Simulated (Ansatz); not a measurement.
**Other spins and charges of HAs–AsH, singlet at one geometry**

Geometry (PBE0/def2-TZVP stationary point for this spin, not checked as a minimum):

```xyz
4

As    0.0000   -0.0500    1.1158
As    0.0000    0.0500   -1.1158
H     0.0000    1.4742    1.2479
H     0.0000   -1.4742   -1.2479
```

Basis cc-pVDZ; Ansatz 0.2.0. Only valence electrons are correlated (noble-gas cores and the filled d shells of p-block atoms frozen). Prefix R: restricted or restricted open-shell reference; prefix U: unrestricted. Active spaces: valence = (12e, 10o) chosen from the atoms' valence shells. No spin–orbit coupling is included, and no scalar relativity.

Gaps are energies of the second state less the first, at fixed atoms, for a selection of the levels run; each method lands on the state that its own search finds for that charge and spin.

Unrestricted rows (U, and Kohn–Sham where it breaks symmetry) aren't spin-pure: their determinants' ⟨S²⟩ exceeds S(S+1) by up to 0.59, so they mix in states of higher spin. Coupled cluster chose its determinant by a search with trial CCSD, here up to 0.54 eV above the lowest Hartree–Fock solution of its kind. A value is left out where its run failed or describes another state than the reference as far as symmetry and spin tell, or, spin-broken singlets apart, can't be checked.

Removing an electron, to the doublet: 9.175 eV at UCCSDT(Q).

Large singles or doubles amplitudes warn of static correlation in the HAs–AsH singlet and the HAs–AsH⁺ doublet.

```
                   level  gap (eV)  error (meV)  ⟨S²⟩ where 0.1 over S(S+1) (first / second)
                   UCCSD     9.180            5                                     0.59 / –
                UCCSD(T)     9.143          -32                                     0.59 / –
                 BCCD(T)     9.201           26                                        – / –
                  UCCSDT     9.176            1                                     0.59 / –
  CASSCF (valence space)     8.523         -652                                        – / –
  NEVPT2 (valence space)     9.050         -125                                        – / –
  MRCISD (valence space)     9.093          -82                                        – / –
MRCISD+Q (valence space)     9.173           -2                                        – / –
```

Task: PBE gives 1.966 eV for triplet less singlet. Estimate what UCCSDT(Q) gives in cc-pVDZ.

Result: UCCSDT(Q) in cc-pVDZ gives 1.914 eV, so against it PBE is off by 0.052 eV, of which a good part can be the reference's own basis and frozen-core error.

Large singles or doubles amplitudes warn of static correlation in the HAs–AsH singlet.

```tsv
level	gap (eV)	error (meV)	⟨S²⟩ where 0.1 over S(S+1) (first / second)
CISD	1.573	-341	– / –
UCCSD(T)	1.847	-67	0.59 / –
CASSCF (valence space)	1.984	70	– / –
NEVPT2 (valence space)	1.954	40	– / –
MRCISD (valence space)	1.937	23	– / –
MRCISD+Q (valence space)	1.925	11	– / –
r2SCAN	1.727	-187	– / –
PBE0	1.702	-212	– / –
RPA-PBE	1.923	9	– / –
```

In so small a basis the reference is far from its limit while semilocal and hybrid functionals are nearer theirs (RPA and double hybrids share part of the reference's basis error), so the functionals' errors here hold much of the reference's basis and frozen-core error, which can add to them or hide them.

Full CI isn't at hand for all of this; UCCSDT(Q) serves as the reference, and is uncertain by the last step of the cluster series or more. The frozen core follows each run's orbitals, which can shift R against U totals by a few meV for light atoms and by up to 0.1 eV past Ca.
